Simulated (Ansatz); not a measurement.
Process, species as SMILES: CCl (CH3-Cl) → [CH3] (CH3) + Cl atom
B3LYP-D3(BJ)/def2-TZVP geometries, fixed; electronic energies without zero-point terms.
Largest species:
```xyz
5

C      0.0082     0.0133    -1.1337
Cl    -0.0048    -0.0077     0.6605
H      0.0175     1.0478    -1.4634
H      0.8997    -0.5040    -1.4752
H     -0.8852    -0.4920    -1.4879
```
Charge 0, spin multiplicity 1.

How fast the bond dissociation energy converges with the basis for several methods (Ansatz, a program for electronic structure): deviation from each method's own reference, in kcal/mol. References: B3LYP 82.94 kcal/mol, the value in pcseg-4; CCSD(T) 88.18 kcal/mol, Hartree-Fock in aug-cc-pV(Q+d)Z plus the correlation part extrapolated as X^-3 from aug-cc-pV(T+d)Z and aug-cc-pV(Q+d)Z; HF 53.85 kcal/mol, the value in pcseg-4; MP2 93.39 kcal/mol, Hartree-Fock in aug-cc-pV(Q+d)Z plus the correlation part extrapolated as X^-3 from aug-cc-pV(T+d)Z and aug-cc-pV(Q+d)Z; PBE 90.09 kcal/mol, the value in pcseg-4; wB97M-V 89.08 kcal/mol, the value in pcseg-4. Cartesian d functions, on some or all atoms, in 6-31G*; all else is spherical. In correlated methods cores are frozen. Open shells are unrestricted. No added dispersion term, no relativity. Functionals ending in -V hold VV10 correlation. 

```
basis        functions  B3LYP  CCSD(T)      HF     MP2    PBE  wB97M-V
-----------  ---------  -----  -------  ------  ------  -----  -------
3-21G               28  -7.75   -24.44  -11.73  -29.53  -6.73    -8.28
6-31G*              40   1.12    -7.73    0.18   -9.77   1.08     1.17
def2-SVPD           71  -0.58    -7.20   -0.31   -8.42  -0.38    -0.56
pcseg-2            106  -0.56    -3.64   -0.10   -4.30  -0.55    -0.65
cc-pV(Q+d)Z        209   0.02    -1.75   -0.09   -1.88   0.09     0.08
def2-QZVPP         217  -0.16    -1.74   -0.12   -1.87  -0.14    -0.09
pcseg-3            223   0.00    -1.53    0.06   -1.66  -0.02    -0.01
def2-QZVPPD        241  -0.11    -1.64   -0.09   -1.75  -0.08    -0.06
```
